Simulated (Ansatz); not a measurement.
# HfSiO$_{4}$ (I4_1/amd)

Theory: Ansatz, DFT PBE, scalar-relativistic, plane waves, PAW.

Settings: cutoff 420 eV, Γ-centred mesh 6×6×6 on the computed 12-atom cell, Gaussian smearing of 0.02 eV; no spin polarisation.

The structure is relaxed at this level of theory with its symmetry kept. Whether it is the stable form of this composition wasn't checked.

```cif
data_structure
_symmetry_space_group_name_H-M 'I4_1/amd:1'
_symmetry_Int_Tables_number 141
_cell_length_a 6.6455
_cell_length_b 6.6455
_cell_length_c 6.0144
_cell_angle_alpha 90.000
_cell_angle_beta 90.000
_cell_angle_gamma 90.000
_cell_volume 265.61
loop_
_atom_site_label
_atom_site_type_symbol
_atom_site_symmetry_multiplicity
_atom_site_Wyckoff_symbol
_atom_site_fract_x
_atom_site_fract_y
_atom_site_fract_z
_atom_site_occupancy
Hf1 Hf 4 a 0.00000 0.50000 0.25000 1
Si1 Si 4 b 0.50000 0.00000 0.25000 1
O1 O 16 h 0.50000 0.31581 0.81893 1
```

Problem. Formation energy from the elements' standard states (uncorrected)?

Solution. -3.138 eV/atom.

Problem. Kohn–Sham band gap?

Solution. 5.31 eV.

Problem. Löwdin character of the top 1 eV of the valence band?

Solution. O 2p 95 %.

Problem. Löwdin character of the lowest 1 eV of the conduction band?

Solution. Hf 5d 77 %, O 2p 10 %.

Spin-orbit coupling is left out, which matters for the bands of heavy elements.

Cost: 1 run of about 1.7 core-minutes, on Arm Neoverse V1 (shared hosts).